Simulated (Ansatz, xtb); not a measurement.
# A geometry optimisation of O2P2 with r2SCAN-D4/def2-SVP

The starting geometry of this gas-phase singlet has its atoms placed at random.

```yaml
atoms:
  - { symbol: O, position_ang: [1.0736, 1.1611, 0.6207] }
  - { symbol: O, position_ang: [-1.4594, 0.5602, 0.8547] }
  - { symbol: P, position_ang: [-0.2124, -0.3047, 1.8479] }
  - { symbol: P, position_ang: [-0.4032, -1.0569, -0.4899] }
```

Question: One run relaxed it with r2SCAN-D4/def2-SVP. What is a likely outcome?

Answer: It ends as `O1P2OP12`. Contacts that close: O1–P3 (2.30 → 1.75 Å), O1–P4 (2.89 → 1.75 Å), O2–P4 (2.35 → 1.75 Å), P3–P4 (2.46 → 2.03 Å).

The energy falls by 6.62 eV over 10 steps:

```tsv
step	E − E(last) (eV)
1	6.624
2	3.576
3	0.972
4	0.416
5	0.141
6	0.057
7	0.021
8	0.001
9	0.000
10	0.000
```

Final geometry (Å):

```xyz
4

O     0.8282    0.6589    0.5038
O    -1.4675    0.3053    0.7451
P    -0.1116   -0.0786    1.7800
P    -0.2505   -0.5258   -0.1955
```

From the same start GFN2-xTB reaches the same bonding as this run.

From so rough a start the end depends on the optimiser's path, so another program may land elsewhere. No frequencies were run, so the end isn't proven a minimum. Run with Ansatz 0.2.0, 20 s on 2 threads of Intel(R) Xeon(R) Processor @ 2.50GHz (Skylake/Cascade Lake), with other jobs on the host.
